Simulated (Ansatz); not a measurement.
Write a Python script for the Python package of Ansatz (0.2.0) that makes an active-space calculation of CH₂BN, SMILES B1C=N1. Settings (for the species named): Hartree-Fock, cc-pVDZ basis, multiplicity 1.

```xyz
5

B    -0.6111   -0.2304   -0.2367
C     0.6461    0.2084    0.2393
N     0.3011   -1.1104    0.2270
H    -1.6502    0.0644   -0.7037
H     1.3640    0.9943    0.4327
```

The script, `cas.py`:
```python
"""Static correlation in CH2BN: natural occupations of an active space."""

import ansatz as az


def main() -> None:
    geometry_ang = [
        ("B", [-0.6111, -0.2304, -0.2367]),
        ("C", [0.6461, 0.2084, 0.2393]),
        ("N", [0.3011, -1.1104, 0.227]),
        ("H", [-1.6502, 0.0644, -0.7037]),
        ("H", [1.364, 0.9943, 0.4327]),
    ]
    system = az.Crystal.molecule()
    for symbol, xyz in geometry_ang:
        system = system.atom(symbol, xyz)

    calc = (
        system.calculation()
        .basis(gaussian="cc-pVDZ")
        .correlation(active_electrons=6, active_orbitals=6)
    )
    for method in [None, "sc_nevpt2"]:
        rep = (calc if method is None else calc.correlation(method)).run(threads=1).report
        space = rep["configurations"]
        state = space["states"][0]
        print(method or "casscf", f"total {rep['free_energy_ev'] / 27.211386246:.6f} Ha, active-space state {state['energy']['hartree']:.6f} Ha, mean field {rep['reference_energy_ev'] / 27.211386246:.6f} Ha")
        print("  determinants", state["n_determinants"], " natural occupations", [round(n, 3) for n in space["natural_occupations"]])


if __name__ == "__main__":
    main()
```

```console
$ python cas.py
casscf total -118.193439 Ha, active-space state -118.193439 Ha, mean field -118.103516 Ha
  determinants 400  natural occupations [1.982, 1.971, 1.949, 0.052, 0.028, 0.017]
sc_nevpt2 total -118.441761 Ha, active-space state -118.193428 Ha, mean field -118.103516 Ha
  determinants 400  natural occupations [1.982, 1.971, 1.949, 0.052, 0.028, 0.017]
```

What to keep in mind:
- Total energies depend on the basis set; only differences at equal settings carry meaning.
- The geometry is a force-field or estimated start, not a minimum of this method, and the basis set is short of its limit. The active space starts as a window about the frontier orbitals and is then optimised, not chosen by chemistry.
- Hardware and time: 3.3 s on 1 thread of Arm Neoverse V1, with other jobs on the host, peak memory 0.15 GiB.
